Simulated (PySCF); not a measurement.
**C4H5F: electronic excitations at several levels of theory**

Aim: compute the electronic excitations of C4H5F (`FCC1=CC1`) at several levels, and see how far they spread and what each costs.

The runs use PySCF 2.14.0, with density-fitted response routines of our own; the level of theory stands in each step. All values are computed, except where a source is named. Atoms are numbered from 0 throughout.

### Step 1. The molecule as given

10 atoms, charge 0, multiplicity 1; geometry from: GFN2-xTB.

Bonds of the start (Å): F0–C1 1.38, C1–C2 1.46, C2–C3 1.30, C3–C4 1.50, C4–C2 1.50, C1–H5 1.10, C1–H6 1.10, C3–H7 1.06, C4–H8 1.08, C4–H9 1.08.

### Step 2. Geometry optimisation at PBE0-D3(BJ)/def2-SVP

What the job is given:

```
{"job": {"xc": "PBE0", "basis": "def2-SVP", "d3": "d3bj", "grid": 1, "kind": "geom"}, "charge": 0, "multiplicity": 1}
F      2.166587    -0.988230    -0.463400
C      1.453782     0.038516     0.110775
C      0.011471    -0.128364    -0.079657
C     -1.036073    -0.755547    -0.524125
C     -1.310492     0.514880     0.228231
H      1.709815     0.046565     1.179089
H      1.805276     0.970011    -0.353764
H     -1.477311    -1.567529    -1.044601
H     -1.609495     1.406177    -0.312706
H     -1.704678     0.468175     1.237630
```

Standard output:

```text
step   0  E = -254.70423621  max force = 0.017639
step   1  E = -254.70568644  max force = 0.002772
step   2  E = -254.70571739  max force = 0.000924
step   3  E = -254.70572086  max force = 0.000272
optimisation converged
```

Wall time 11 s (1 thread, shared host).

Along the way:

```csv
step,energy from step 0 (eV),largest force component (eV/Å)
0,0.0000,0.9070
1,-0.0395,0.1425
2,-0.0403,0.0475
3,-0.0404,0.0140
```

Close pairs (by a distance rule), those that changed most:

```csv
bond,before (Å),after (Å),change (Å)
C3–H7,1.061,1.086,+0.025
C4–H9,1.085,1.103,+0.018
C4–H8,1.085,1.103,+0.018
F0–C1,1.375,1.366,-0.010
C1–H5,1.099,1.106,+0.007
C1–H6,1.099,1.106,+0.007
C3–C4,1.502,1.499,-0.003
C2–C4,1.502,1.499,-0.003
```

The final coordinates are the input of the step that follows.

```csv
at the end point,value
point group (found at 0.08 Å tolerance),Cs
"rotational constants (GHz, main isotopes)","16.001, 3.151, 2.727"
dipole moment (D),1.14
```

### Step 3. TDDFT and polarisability: HF/def2-SVPD

What the job is given:

```
{"job": {"kind": "uv", "xc": "HF", "basis": "def2-SVPD", "ip": true}, "charge": 0, "multiplicity": 1}
F      2.006974    -1.093835    -0.561994
C      1.354786    -0.044076     0.019373
C     -0.099649    -0.135851    -0.147117
C     -1.170052    -0.723128    -0.585418
C     -1.393697     0.550371     0.172872
H      1.601461    -0.013428     1.097125
H      1.718059     0.901373    -0.425120
H     -1.632946    -1.547445    -1.119208
H     -1.669769     1.472055    -0.365882
H     -1.787420     0.518891     1.202452
```

Level: TDDFT HF/def2-SVPD, vertical, gas phase, core orbitals frozen in the response.

Standard output:

```text
final grid: 83296 points
cycle   1  E = -253.4437061935  dE =  1.143e+00  |g| = 5.676e-01  |ddm| = 4.267e+00
cycle   2  E = -253.5162843256  dE = -7.258e-02  |g| = 2.977e-01  |ddm| = 1.073e+00
cycle   3  E = -253.5326629060  dE = -1.638e-02  |g| = 6.943e-02  |ddm| = 4.666e-01
cycle   4  E = -253.5340184687  dE = -1.356e-03  |g| = 1.827e-02  |ddm| = 1.565e-01
cycle   5  E = -253.5341105295  dE = -9.206e-05  |g| = 3.470e-03  |ddm| = 5.019e-02
cycle   6  E = -253.5341156711  dE = -5.142e-06  |g| = 1.607e-03  |ddm| = 1.253e-02
cycle   7  E = -253.5341167265  dE = -1.055e-06  |g| = 4.351e-04  |ddm| = 5.567e-03
cycle   8  E = -253.5341168821  dE = -1.556e-07  |g| = 1.504e-04  |ddm| = 2.159e-03
cycle   9  E = -253.5341169034  dE = -2.134e-08  |g| = 5.739e-05  |ddm| = 6.823e-04
cycle  10  E = -253.5341169065  dE = -3.107e-09  |g| = 2.447e-05  |ddm| = 2.549e-04
cycle  11  E = -253.5341169071  dE = -5.687e-10  |g| = 6.794e-06  |ddm| = 1.413e-04
converged SCF energy = -253.5341169071

Static polarisability (au): isotropic 45.118, principal 35.925 46.496 52.933

Singlet excitations
state   eV       nm        f      main configurations
  1   6.7677    183.2   0.16766   H->L+3 0.86
  2   7.4687    166.0   0.00002   H->L 0.80, H->L+4 0.09
  3   7.7428    160.1   0.00343   H-1->L+3 0.85
  4   8.0631    153.8   0.01946   H->L+1 0.73, H-2->L+3 0.13
  5   8.2561    150.2   0.01626   H-2->L+3 0.36, H->L+2 0.34, H->L+1 0.09
  6   8.4164    147.3   0.00099   H->L+2 0.41, H-2->L+3 0.31
  7   9.3293    132.9   0.02640   H->L+4 0.49, H->L+10 0.18
  8   9.4870    130.7   0.06118   H-1->L 0.72, H-1->L+2 0.17
  9   9.7008    127.8   0.00746   H->L+4 0.16, H->L+13 0.13, H->L+7 0.11
 10   9.9455    124.7   0.13393   H->L+5 0.50, H->L+8 0.36

Triplet excitations (Tamm-Dancoff, eV): 3.6860 7.1316 7.2244 7.7634
Vertical ionisation energy (delta-SCF) = 8.4212 eV
```

Run time: 5.1 s. Hardware: 1 thread, shared host.

Frontier orbitals and where they lie:

```csv
orbital,eV,atoms
HOMO−3,-14.78,"F0 32 %, C1 28 %, H6 12 %"
HOMO−2,-13.57,"C2 30 %, C3 29 %, C4 19 %"
HOMO−1,-11.85,"C4 39 %, C3 21 %, C2 20 %"
HOMO,-9.71,"C3 32 %, C2 30 %, C4 16 %"
LUMO,2.65,"C1 24 %, C4 16 %, C3 15 %"
LUMO+1,3.27,"C3 32 %, H7 29 %, F0 8 %"
LUMO+2,3.35,"C4 22 %, C1 19 %, H9 12 %"
```

With each of the 10 states as a Gaussian band of 0.4 eV half-width at 1/e, the curve within the window shown has maxima at 183 nm (ε 6,800), 152 nm (ε 1,400), 126 nm (ε 6,700) L/(mol cm). Beyond the last state computed it falls off for lack of states. The curve at chosen wavelengths:

(nm, ε (L/mol/cm)): (121, 3211), (124, 6057), (127, 6563), (131, 4906), (134, 3137), (137, 1476), (140, 571), (143, 442), (147, 932), (150, 1330), (153, 1432), (156, 1205), (159, 832), (163, 469), (166, 503), (169, 986), (172, 2056), (175, 3640), (179, 5807), (182, 6707), (185, 6605), (188, 5627), (191, 4205), (195, 2374), (198, 1368), (201, 717)

Ground-state properties from the same run:

```csv
property,computed
dipole moment (D),1.46
polarisability (Å³),6.69
HOMO–LUMO gap (eV),12.36
−ε(HOMO) (eV),9.71
```

### Step 4. TDDFT and polarisability: LDA/def2-SVPD

Same as in step 3 but for these lines:

```diff
@@ -1,2 +1,2 @@
-{"job": {"kind": "uv", "xc": "HF", "basis": "def2-SVPD", "ip": true}, "charge": 0, "multiplicity": 1}
+{"job": {"kind": "uv", "xc": "LDA", "basis": "def2-SVPD", "ip": true}, "charge": 0, "multiplicity": 1}
 F      2.006974    -1.093835    -0.561994
```

Level: TDDFT LDA/def2-SVPD, vertical, gas phase, core orbitals frozen in the response.

Standard output:

```text
coarse grid: 8536 points
cycle   1  E = -252.8225429038  dE =  5.316e-01  |g| = 4.884e-01  |ddm| = 4.976e+00
cycle   2  E = -252.7260020146  dE =  9.654e-02  |g| = 8.439e-01  |ddm| = 1.721e+00
cycle   3  E = -252.8751189012  dE = -1.491e-01  |g| = 1.425e-01  |ddm| = 1.128e+00
cycle   4  E = -252.8784897712  dE = -3.371e-03  |g| = 7.761e-02  |ddm| = 2.453e-01
cycle   5  E = -252.8799215578  dE = -1.432e-03  |g| = 2.300e-02  |ddm| = 1.084e-01
cycle   6  E = -252.8800356141  dE = -1.141e-04  |g| = 5.562e-03  |ddm| = 2.882e-02
cycle   7  E = -252.8800426114  dE = -6.997e-06  |g| = 1.682e-03  |ddm| = 9.429e-03
final grid: 83296 points
cycle   8  E = -252.9266913235  dE = -3.048e-05  |g| = 4.972e-03  |ddm| = 8.177e-02
cycle   9  E = -252.9266787390  dE =  1.258e-05  |g| = 9.665e-03  |ddm| = 1.228e-02
cycle  10  E = -252.9266958310  dE = -1.709e-05  |g| = 5.479e-04  |ddm| = 8.575e-03
cycle  11  E = -252.9266958687  dE = -3.775e-08  |g| = 3.564e-04  |ddm| = 1.082e-03
cycle  12  E = -252.9266958958  dE = -2.708e-08  |g| = 1.506e-04  |ddm| = 5.369e-04
cycle  13  E = -252.9266959014  dE = -5.592e-09  |g| = 3.185e-05  |ddm| = 2.219e-04
cycle  14  E = -252.9266959016  dE = -2.445e-10  |g| = 8.134e-06  |ddm| = 5.529e-05
converged SCF energy = -252.9266959016

Static polarisability (au): isotropic 49.706, principal 38.863 50.658 59.598

Singlet excitations
state   eV       nm        f      main configurations
  1   6.0531    204.8   0.10390   H->L 0.93
  2   6.2012    199.9   0.00125   H->L+1 1.00
  3   6.4435    192.4   0.00177   H-1->L 0.95
  4   6.5362    189.7   0.01128   H->L+2 0.94
  5   7.0402    176.1   0.00383   H->L+3 0.99
  6   7.5277    164.7   0.02613   H-2->L 0.97
  7   7.5706    163.8   0.00944   H-1->L+1 0.98
  8   7.5917    163.3   0.00008   H-3->L 0.85, H->L+4 0.13
  9   7.7284    160.4   0.01052   H->L+4 0.86, H-3->L 0.13
 10   7.9825    155.3   0.07410   H-1->L+2 0.97

Triplet excitations (Tamm-Dancoff, eV): 4.3122 6.1102 6.1310 6.4127
Vertical ionisation energy (delta-SCF) = 9.4920 eV
Vertical electron affinity (delta-SCF) = -1.8163 eV
```

Wall time 30 s (1 thread, shared host).

This run: HOMO -6.16 eV, LUMO -1.21 eV; lowest singlet 6.05 eV.

### Step 5. Ultraviolet spectrum: PBE/def2-SVPD

Same as in step 4 but for these lines:

```diff
@@ -1,2 +1,2 @@
-{"job": {"kind": "uv", "xc": "LDA", "basis": "def2-SVPD", "ip": true}, "charge": 0, "multiplicity": 1}
+{"job": {"kind": "uv", "xc": "PBE", "basis": "def2-SVPD", "ip": true}, "charge": 0, "multiplicity": 1}
 F      2.006974    -1.093835    -0.561994
```

Method: TDDFT PBE/def2-SVPD, vertical, gas phase, core orbitals frozen in the response.

Standard output:

```text
coarse grid: 8536 points
cycle   1  E = -254.5927439084  dE =  5.472e-01  |g| = 4.969e-01  |ddm| = 4.693e+00
cycle   2  E = -254.4942722270  dE =  9.847e-02  |g| = 8.628e-01  |ddm| = 1.771e+00
cycle   3  E = -254.6453507758  dE = -1.511e-01  |g| = 1.409e-01  |ddm| = 1.144e+00
cycle   4  E = -254.6488164619  dE = -3.466e-03  |g| = 7.293e-02  |ddm| = 2.480e-01
cycle   5  E = -254.6500670165  dE = -1.251e-03  |g| = 2.287e-02  |ddm| = 1.054e-01
cycle   6  E = -254.6501841208  dE = -1.171e-04  |g| = 5.063e-03  |ddm| = 3.110e-02
cycle   7  E = -254.6501900147  dE = -5.894e-06  |g| = 1.570e-03  |ddm| = 8.762e-03
final grid: 83296 points
cycle   8  E = -254.7013269385  dE = -1.700e-05  |g| = 1.153e-02  |ddm| = 8.419e-02
cycle   9  E = -254.7012684477  dE =  5.849e-05  |g| = 2.058e-02  |ddm| = 3.565e-02
cycle  10  E = -254.7013567000  dE = -8.825e-05  |g| = 2.338e-03  |ddm| = 2.108e-02
cycle  11  E = -254.7013578097  dE = -1.110e-06  |g| = 4.646e-04  |ddm| = 3.048e-03
cycle  12  E = -254.7013578374  dE = -2.768e-08  |g| = 3.293e-04  |ddm| = 9.973e-04
cycle  13  E = -254.7013578656  dE = -2.815e-08  |g| = 2.936e-05  |ddm| = 4.355e-04
cycle  14  E = -254.7013578657  dE = -1.614e-10  |g| = 1.337e-05  |ddm| = 5.694e-05
converged SCF energy = -254.7013578657

Static polarisability (au): isotropic 49.250, principal 38.405 50.340 59.006

Singlet excitations
state   eV       nm        f      main configurations
  1   6.1413    201.9   0.10175   H->L 0.89
  2   6.1558    201.4   0.00606   H->L+1 0.96
  3   6.4757    191.5   0.00287   H-1->L 0.89, H->L+2 0.11
  4   6.5344    189.7   0.01076   H->L+2 0.89, H-1->L 0.11
  5   6.9305    178.9   0.00349   H->L+3 0.99
  6   7.4588    166.2   0.00734   H-1->L+1 0.99
  7   7.6161    162.8   0.02237   H-2->L 0.95
  8   7.6293    162.5   0.00097   H-3->L 0.75, H->L+4 0.22
  9   7.7155    160.7   0.00706   H->L+4 0.77, H-3->L 0.22
 10   7.9106    156.7   0.07433   H-1->L+2 0.98

Triplet excitations (Tamm-Dancoff, eV): 4.1541 6.0395 6.0843 6.3658
Vertical ionisation energy (delta-SCF) = 9.3304 eV
```

It took 28 s on 1 thread, shared host.

In short: HOMO -6.05 eV, LUMO -0.99 eV; lowest singlet 6.14 eV.

### Step 6. TDDFT and polarisability: B3LYP/def2-SVPD

Same as in step 5 but for these lines:

```diff
@@ -1,2 +1,2 @@
-{"job": {"kind": "uv", "xc": "PBE", "basis": "def2-SVPD", "ip": true}, "charge": 0, "multiplicity": 1}
+{"job": {"kind": "uv", "xc": "B3LYP", "basis": "def2-SVPD", "ip": true}, "charge": 0, "multiplicity": 1}
 F      2.006974    -1.093835    -0.561994
```

With the program's defaults for keys left out, this is: TDDFT B3LYP/def2-SVPD, vertical, gas phase, core orbitals frozen in the response.

Standard output:

```text
coarse grid: 8536 points
cycle   1  E = -254.9110316191  dE =  6.501e-01  |g| = 4.724e-01  |ddm| = 4.706e+00
cycle   2  E = -254.8661112715  dE =  4.492e-02  |g| = 7.018e-01  |ddm| = 1.362e+00
cycle   3  E = -254.9552852716  dE = -8.917e-02  |g| = 8.428e-02  |ddm| = 7.444e-01
cycle   4  E = -254.9564199978  dE = -1.135e-03  |g| = 4.627e-02  |ddm| = 1.555e-01
cycle   5  E = -254.9569270501  dE = -5.071e-04  |g| = 1.172e-02  |ddm| = 6.418e-02
cycle   6  E = -254.9569560696  dE = -2.902e-05  |g| = 3.804e-03  |ddm| = 1.830e-02
cycle   7  E = -254.9569595469  dE = -3.477e-06  |g| = 5.209e-04  |ddm| = 5.802e-03
final grid: 83296 points
cycle   8  E = -255.0016246047  dE = -2.295e-05  |g| = 4.762e-03  |ddm| = 6.952e-02
cycle   9  E = -255.0016202067  dE =  4.398e-06  |g| = 6.955e-03  |ddm| = 1.201e-02
cycle  10  E = -255.0016293072  dE = -9.101e-06  |g| = 6.810e-04  |ddm| = 6.315e-03
cycle  11  E = -255.0016294014  dE = -9.420e-08  |g| = 1.760e-04  |ddm| = 1.013e-03
cycle  12  E = -255.0016294056  dE = -4.146e-09  |g| = 1.208e-04  |ddm| = 3.589e-04
cycle  13  E = -255.0016294092  dE = -3.635e-09  |g| = 1.189e-05  |ddm| = 1.548e-04
cycle  14  E = -255.0016294092  dE = -2.740e-11  |g| = 4.793e-06  |ddm| = 2.516e-05
converged SCF energy = -255.0016294092

Static polarisability (au): isotropic 48.024, principal 37.731 49.298 57.043

Singlet excitations
state   eV       nm        f      main configurations
  1   6.3605    194.9   0.12081   H->L 0.95
  2   6.5179    190.2   0.00201   H->L+1 0.98
  3   6.7612    183.4   0.00174   H-1->L 0.97
  4   6.9295    178.9   0.01327   H->L+2 0.97
  5   7.1991    172.2   0.00442   H->L+3 0.98
  6   7.8213    158.5   0.00036   H-2->L 0.95
  7   7.9888    155.2   0.01659   H-1->L+1 0.98
  8   8.1426    152.3   0.00298   H->L+4 0.83, H->L+6 0.10
  9   8.3091    149.2   0.02710   H->L+6 0.78, H->L+4 0.12
 10   8.4211    147.2   0.07066   H-1->L+2 0.97

Triplet excitations (Tamm-Dancoff, eV): 4.1861 6.3524 6.4148 6.7698
Vertical ionisation energy (delta-SCF) = 9.4893 eV
```

Wall time 23 s (1 thread, shared host).

Key values: HOMO -7.00 eV, LUMO -0.19 eV; lowest singlet 6.36 eV.

### Step 7. Excited states and response: PBE0/def2-SVPD

Same as in step 6 but for these lines:

```diff
@@ -1,2 +1,2 @@
-{"job": {"kind": "uv", "xc": "B3LYP", "basis": "def2-SVPD", "ip": true}, "charge": 0, "multiplicity": 1}
+{"job": {"kind": "uv", "xc": "PBE0", "basis": "def2-SVPD", "ip": true}, "charge": 0, "multiplicity": 1}
 F      2.006974    -1.093835    -0.561994
```

With the program's defaults for keys left out, this is: TDDFT PBE0/def2-SVPD, vertical, gas phase, core orbitals frozen in the response.

Standard output:

```text
coarse grid: 8536 points
cycle   1  E = -254.6396667383  dE =  6.759e-01  |g| = 4.431e-01  |ddm| = 4.339e+00
cycle   2  E = -254.6112210027  dE =  2.845e-02  |g| = 6.125e-01  |ddm| = 1.255e+00
cycle   3  E = -254.6786950356  dE = -6.747e-02  |g| = 7.300e-02  |ddm| = 6.864e-01
cycle   4  E = -254.6795157645  dE = -8.207e-04  |g| = 4.162e-02  |ddm| = 1.503e-01
cycle   5  E = -254.6799280681  dE = -4.123e-04  |g| = 9.301e-03  |ddm| = 6.215e-02
cycle   6  E = -254.6799459558  dE = -1.789e-05  |g| = 3.177e-03  |ddm| = 1.615e-02
cycle   7  E = -254.6799483877  dE = -2.432e-06  |g| = 3.431e-04  |ddm| = 5.073e-03
final grid: 83296 points
cycle   8  E = -254.7174902950  dE = -1.841e-05  |g| = 6.047e-03  |ddm| = 5.872e-02
cycle   9  E = -254.7174867028  dE =  3.592e-06  |g| = 7.640e-03  |ddm| = 1.806e-02
cycle  10  E = -254.7174990042  dE = -1.230e-05  |g| = 1.011e-03  |ddm| = 8.565e-03
cycle  11  E = -254.7174992022  dE = -1.979e-07  |g| = 1.903e-04  |ddm| = 1.361e-03
cycle  12  E = -254.7174992076  dE = -5.422e-09  |g| = 1.225e-04  |ddm| = 4.268e-04
cycle  13  E = -254.7174992112  dE = -3.627e-09  |g| = 1.218e-05  |ddm| = 1.696e-04
cycle  14  E = -254.7174992113  dE = -2.927e-11  |g| = 5.596e-06  |ddm| = 3.112e-05
converged SCF energy = -254.7174992113

Static polarisability (au): isotropic 47.427, principal 37.246 48.633 56.402

Singlet excitations
state   eV       nm        f      main configurations
  1   6.4535    192.1   0.12423   H->L 0.95
  2   6.7666    183.2   0.00222   H->L+1 0.96
  3   6.8685    180.5   0.00097   H-1->L 0.97
  4   7.1759    172.8   0.01408   H->L+2 0.97
  5   7.4570    166.3   0.00449   H->L+3 0.96
  6   7.9046    156.9   0.00044   H-2->L 0.94
  7   8.2872    149.6   0.01891   H-1->L+1 0.97
  8   8.3858    147.9   0.00599   H->L+4 0.63, H->L+5 0.28
  9   8.5419    145.1   0.02496   H->L+5 0.66, H->L+4 0.31
 10   8.7011    142.5   0.06811   H-1->L+2 0.97

Triplet excitations (Tamm-Dancoff, eV): 4.1176 6.4065 6.6188 6.9757
Vertical ionisation energy (delta-SCF) = 9.4508 eV
```

Wall time 20 s (1 thread, shared host).

In short: HOMO -7.19 eV, LUMO 0.07 eV; lowest singlet 6.45 eV.

### Step 8. Ultraviolet spectrum: BHandHLYP/def2-SVPD

Same as in step 7 but for these lines:

```diff
@@ -1,2 +1,2 @@
-{"job": {"kind": "uv", "xc": "PBE0", "basis": "def2-SVPD", "ip": true}, "charge": 0, "multiplicity": 1}
+{"job": {"kind": "uv", "xc": "BHandHLYP", "basis": "def2-SVPD", "ip": true}, "charge": 0, "multiplicity": 1}
 F      2.006974    -1.093835    -0.561994
```

With the program's defaults for keys left out, this is: TDDFT BHandHLYP/def2-SVPD, vertical, gas phase, core orbitals frozen in the response.

Standard output:

```text
coarse grid: 8536 points
cycle   1  E = -254.7804066518  dE =  8.244e-01  |g| = 4.664e-01  |ddm| = 4.229e+00
cycle   2  E = -254.7860936087  dE = -5.687e-03  |g| = 4.894e-01  |ddm| = 1.081e+00
cycle   3  E = -254.8268528524  dE = -4.076e-02  |g| = 5.468e-02  |ddm| = 5.028e-01
cycle   4  E = -254.8272871794  dE = -4.343e-04  |g| = 3.260e-02  |ddm| = 1.070e-01
cycle   5  E = -254.8275357830  dE = -2.486e-04  |g| = 6.146e-03  |ddm| = 5.550e-02
cycle   6  E = -254.8275439087  dE = -8.126e-06  |g| = 2.028e-03  |ddm| = 1.014e-02
final grid: 83296 points
cycle   7  E = -254.8573444589  dE = -1.133e-05  |g| = 2.719e-03  |ddm| = 4.512e-02
cycle   8  E = -254.8573438925  dE =  5.663e-07  |g| = 3.210e-03  |ddm| = 8.629e-03
cycle   9  E = -254.8573462651  dE = -2.373e-06  |g| = 3.643e-04  |ddm| = 4.278e-03
cycle  10  E = -254.8573462952  dE = -3.011e-08  |g| = 8.699e-05  |ddm| = 6.894e-04
cycle  11  E = -254.8573462971  dE = -1.880e-09  |g| = 1.984e-05  |ddm| = 1.723e-04
cycle  12  E = -254.8573462972  dE = -7.594e-11  |g| = 7.189e-06  |ddm| = 3.501e-05
converged SCF energy = -254.8573462972

Static polarisability (au): isotropic 46.421, principal 36.670 47.770 54.824

Singlet excitations
state   eV       nm        f      main configurations
  1   6.5939    188.0   0.14022   H->L 0.94
  2   6.9978    177.2   0.00133   H->L+1 0.90
  3   7.1568    173.2   0.00164   H-1->L 0.94
  4   7.5061    165.2   0.02091   H->L+2 0.92
  5   7.6655    161.7   0.00094   H->L+3 0.85
  6   8.0519    154.0   0.00055   H-2->L 0.90
  7   8.6911    142.7   0.03653   H-1->L+1 0.87
  8   8.7537    141.6   0.02908   H->L+4 0.44, H->L+6 0.30, H->L+9 0.17
  9   8.8259    140.5   0.00249   H->L+4 0.46, H->L+6 0.31
 10   9.1365    135.7   0.04311   H->L+5 0.88, H->L+7 0.08

Triplet excitations (Tamm-Dancoff, eV): 4.0999 6.7151 6.8420 7.3084
Vertical ionisation energy (delta-SCF) = 9.3870 eV
```

Run time: 19 s. Hardware: 1 thread, shared host.

In short: HOMO -8.21 eV, LUMO 1.19 eV; lowest singlet 6.59 eV.

### Step 9. Excited states and response: CAM-B3LYP/def2-SVPD

Same as in step 8 but for these lines:

```diff
@@ -1,2 +1,2 @@
-{"job": {"kind": "uv", "xc": "BHandHLYP", "basis": "def2-SVPD", "ip": true}, "charge": 0, "multiplicity": 1}
+{"job": {"kind": "uv", "xc": "CAM-B3LYP", "basis": "def2-SVPD", "ip": true}, "charge": 0, "multiplicity": 1}
 F      2.006974    -1.093835    -0.561994
```

Method: TDDFT CAM-B3LYP/def2-SVPD, vertical, gas phase, core orbitals frozen in the response.

Standard output:

```text
coarse grid: 8536 points
cycle   1  E = -254.7916401391  dE =  7.983e-01  |g| = 4.740e-01  |ddm| = 4.495e+00
cycle   2  E = -254.7827003525  dE =  8.940e-03  |g| = 5.757e-01  |ddm| = 1.105e+00
cycle   3  E = -254.8373581705  dE = -5.466e-02  |g| = 5.290e-02  |ddm| = 5.249e-01
cycle   4  E = -254.8377788093  dE = -4.206e-04  |g| = 2.883e-02  |ddm| = 9.726e-02
cycle   5  E = -254.8379672694  dE = -1.885e-04  |g| = 6.664e-03  |ddm| = 4.907e-02
cycle   6  E = -254.8379763167  dE = -9.047e-06  |g| = 2.695e-03  |ddm| = 1.102e-02
final grid: 83296 points
cycle   7  E = -254.8837161663  dE = -1.934e-05  |g| = 4.044e-03  |ddm| = 4.977e-02
cycle   8  E = -254.8837135548  dE =  2.611e-06  |g| = 5.397e-03  |ddm| = 1.181e-02
cycle   9  E = -254.8837200217  dE = -6.467e-06  |g| = 4.396e-04  |ddm| = 6.269e-03
cycle  10  E = -254.8837200642  dE = -4.245e-08  |g| = 1.043e-04  |ddm| = 8.250e-04
cycle  11  E = -254.8837200669  dE = -2.691e-09  |g| = 1.963e-05  |ddm| = 2.080e-04
cycle  12  E = -254.8837200670  dE = -7.611e-11  |g| = 1.048e-05  |ddm| = 4.497e-05
converged SCF energy = -254.8837200670

Static polarisability (au): isotropic 47.252, principal 37.355 48.547 55.855

Singlet excitations
state   eV       nm        f      main configurations
  1   6.4926    191.0   0.12758   H->L 0.95
  2   6.8754    180.3   0.00265   H->L+1 0.67, H-1->L 0.25
  3   6.9184    179.2   0.00023   H-1->L 0.72, H->L+1 0.24
  4   7.3719    168.2   0.01818   H->L+2 0.93
  5   7.5682    163.8   0.00277   H->L+3 0.87
  6   7.8955    157.0   0.00044   H-2->L 0.91
  7   8.4241    147.2   0.02875   H-1->L+1 0.88
  8   8.5743    144.6   0.01642   H->L+6 0.59, H->L+9 0.14, H->L+8 0.09
  9   8.7182    142.2   0.01477   H->L+4 0.83
 10   8.9310    138.8   0.04889   H-1->L+2 0.87

Triplet excitations (Tamm-Dancoff, eV): 4.1661 6.4922 6.7393 7.1856
Vertical ionisation energy (delta-SCF) = 9.5494 eV
```

Run time: 23 s. Hardware: 1 thread, shared host.

Key values: HOMO -8.53 eV, LUMO 1.23 eV; lowest singlet 6.49 eV.

(Part 1 of 2 ends here.)
